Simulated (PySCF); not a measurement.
All values below come from r2SCAN-D4/def2-TZVP (PySCF). All species are isolated molecules in the gas phase. Delta-SCF ions had no search for a lower state. 

Reference species (SMILES): `[SiH4]` (neutral, multiplicity 1).

The HOMO is -8.87 eV and the HOMO–LUMO gap comes out as 9.58 eV. The vertical ionisation energy (Delta-SCF) is 12.31 eV.

Changed species: `Cl[SiH2]Cl` (2 of 4 H replaced by Cl; the reference has 0 of 4 H replaced by Cl).

Q: Predict the effect on the HOMO, HOMO–LUMO gap and vertical ionisation energy (Delta-SCF).

A: the HOMO goes up by 0.78 eV, to -8.09 eV; the HOMO–LUMO gap decreases by 2.01 eV, to 7.57 eV; the vertical ionisation energy (Delta-SCF) drops by 1.26 eV, to 11.05 eV.
